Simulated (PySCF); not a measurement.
H6Si2, SMILES [SiH3][SiH3]. Coordinates come from a B3LYP-D3(BJ)/def2-TZVP optimisation.

Level of theory: PySCF 2.14.0 with B3LYP-D3(BJ)/def2-TZVP.

Harmonic wavenumbers (cm⁻¹): 135, 369, 369, 425, 633, 633, 854, 926, 944, 944, 959, 959, 2209, 2217, 2218, 2218, 2227, 2227. Rotational constants (GHz): 43.18, 5.042, 5.042; symmetry number 6.

**Question.** Work out the zero-point energy and the ideal-gas rigid-rotor harmonic-oscillator thermochemistry at 298.15 K and 1 atm.

**Answer.** ZPE = ½ Σ hcν = ½ × 21463 cm⁻¹ = 30.68 kcal/mol. H − E(el) = 34.44 kcal/mol. Entropy in cal/(mol K): translation 38.30, rotation 19.64, vibration 7.46, total 65.40. G − E(el) = 14.94 kcal/mol. Cp = 19.08 cal/(mol K). Modes under 150 cm⁻¹ make the vibrational entropy uncertain.
